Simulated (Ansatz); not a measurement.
# Exact exchange and the electronic atomisation energy of H2S (hydrogen sulfide)

H2S: 3 atoms, total charge 0, spin state singlet. SMILES: `S`. Geometry: relaxed at PBE0-D4/def2-TZVP.

The electronic atomisation energy y, in eV, basis aug-cc-pVTZ; a is the functional's share of exact exchange. Programs: Ansatz 0.2.0.

| functional | program | a | y (eV) |
| --- | --- | --- | --- |
| r2SCAN | Ansatz | 0 | 7.87 |
| PBE | Ansatz | 0 | 7.85 |
| B3LYP | Ansatz | 0.2 | 7.85 |
| r2SCAN0 | Ansatz | 0.25 | ? |
| PBE0 | Ansatz | 0.25 | 7.76 |
| BHLYP | Ansatz | 0.5 | 7.65 |

Q: Fit y = c + s·a to the known rows and predict r2SCAN0.

A: 
1. Means of the 5 rows: a = 0.1900, y = 7.796.
2. Σ(Δa)² = 0.172, Σ(Δa·Δy) = -0.0712, so the slope is -0.0712/0.172 = -0.41395.
3. Intercept: 7.796 − (-0.41395) × 0.1900 = 7.875. The largest residual of the fit is 0.058.
4. r2SCAN0: 7.875 + (-0.41395) × 0.25 = 7.77 eV.

The run gave 7.76 eV, so the prediction is off by +0.01 eV, within the scatter of the fit.
